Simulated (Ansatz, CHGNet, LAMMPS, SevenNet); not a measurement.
LA phonon frequency at X of zinc-blende InP: levels of theory against measurement

Reference value: 193 cm⁻¹ (measured, temperature not stated, not corrected to a static lattice; as tabulated in Ioffe Institute, NSM Archive: InP, mechanic properties page).

### Question
What do Vashishta InP.vashishta, CHGNet-r²SCAN, SevenNet-0, SNAP InP_JCPA2020.snap, LDA, PBE, r²SCAN give, and how far is each from the reference?

### Answer

```json
[
 {"level (code)": "Vashishta InP.vashishta (LAMMPS)", "value (cm⁻¹)": "177", "cell (Å³/atom)": "25.26", "difference (%)": "-8.3"},
 {"level (code)": "CHGNet-r²SCAN (CHGNet)", "value (cm⁻¹)": "91", "cell (Å³/atom)": "25.57", "difference (%)": "-53"},
 {"level (code)": "SevenNet-0 (SevenNet)", "value (cm⁻¹)": "163", "cell (Å³/atom)": "26.42", "difference (%)": "-15.5"},
 {"level (code)": "SNAP InP_JCPA2020.snap (LAMMPS)", "value (cm⁻¹)": "184", "cell (Å³/atom)": "24.76", "difference (%)": "-4.7"},
 {"level (code)": "LDA (Ansatz)", "value (cm⁻¹)": "178", "cell (Å³/atom)": "24.73", "difference (%)": "-7.8"},
 {"level (code)": "PBE (Ansatz)", "value (cm⁻¹)": "170", "cell (Å³/atom)": "26.45", "difference (%)": "-11.9"},
 {"level (code)": "r²SCAN (Ansatz)", "value (cm⁻¹)": "178", "cell (Å³/atom)": "25.77", "difference (%)": "-7.8"}
]
```

Of these levels SNAP InP_JCPA2020.snap (-4.7 %) comes nearest. CHGNet-r²SCAN (-53 %) misses by most. Within 10 %: Vashishta InP.vashishta, SNAP InP_JCPA2020.snap, LDA, r²SCAN. All 7 levels lie below the reference.

The measured value isn't corrected to a static lattice, so vibrations enter the comparison.  Each level is taken at its own relaxed cell. Cutoffs and k meshes differ between the levels. Ansatz's density-functional and Hartree–Fock values are scalar-relativistic unless marked +SOC, with PAW data made under PBE.

Empirical potentials (Vashishta InP.vashishta) are fitted to chosen data, which need not cover the solid at hand: agreement can be built in, and what lay outside the fit can be far off. Machine-learned potentials (CHGNet-r²SCAN, SNAP InP_JCPA2020.snap, SevenNet-0) are trained on DFT data, which may include these solids.

Differences are worked out from the printed values.

Ansatz is an electronic-structure program.
